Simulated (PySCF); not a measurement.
# Reproducing measurements on thiophene

**Experimental background.**

From NIST CCCBDB Release 22 (SRD 101), experimental dipoles, for the gas: dipole moment (dielectric constant against temperature) 0.55 D.

NIST CCCBDB Release 22 (SRD 101), experimental polarizabilities lists, for the gas: mean polarisability 9.01 Å³.

The results are set against them at the end.

Species: thiophene, C4H4S.
Numbering: `[cH:1]1[cH:2][cH:3][s:4][cH:5]1` (hydrogens: H6 on C1; H7 on C2; H8 on C3; H9 on C5)

Cartesian coordinates in Å at the GFN2-xTB level; atoms count from 1:
```xyz
9
C4H4S angstrom
C     -0.7452   -0.6546   -0.0129
C      0.6669   -0.7366   -0.0137
C      1.2574    0.4839    0.0046
S      0.1036    1.7586    0.0227
C     -1.1899    0.6262    0.0062
H     -1.3933   -1.5125   -0.0252
H      1.2119   -1.6635   -0.0273
H      2.3025    0.7216    0.0091
H     -2.2004    0.9828    0.0113
```

Runs made with PySCF (gas phase, on this GFN2-xTB geometry; no spin–orbit coupling):

```
              level                                                                job  basis functions  wall time
CAM-B3LYP/def2-SVPD  8 singlets by full TDDFT, 3 Tamm–Dancoff triplets, polarisability              139       10 s
```

Hardware: one thread of an Arm Neoverse V2, on a shared host.

Results beside the measurements:

**Dipole moment.** Measured: 0.55 D (NIST CCCBDB Release 22 (SRD 101), experimental dipoles).

```csv
level,computed (D),computed − measured (D),% (from the printed values)
CAM-B3LYP/def2-SVPD,0.56,+0.01,+2
```

The computed dipoles belong to one fixed geometry; measured ones are averaged over vibrations unless marked μe. Magnitudes are compared, not signs.

**Mean polarisability.** Measured: 9.01 Å³ (NIST CCCBDB Release 22 (SRD 101), experimental polarizabilities).

```json
{"level": "CAM-B3LYP/def2-SVPD", "computed (Å³)": "9.04", "computed − measured (Å³)": "+0.03", "% (from the printed values)": "0"}
```

The computed values are static and purely electronic, with core orbitals frozen in the response (1 au = 0.148185 Å³). The table of measured values doesn't say here whether a value is static or optical, or holds a vibrational part.

No measured geometry was used, and the causes of the misses weren't examined.
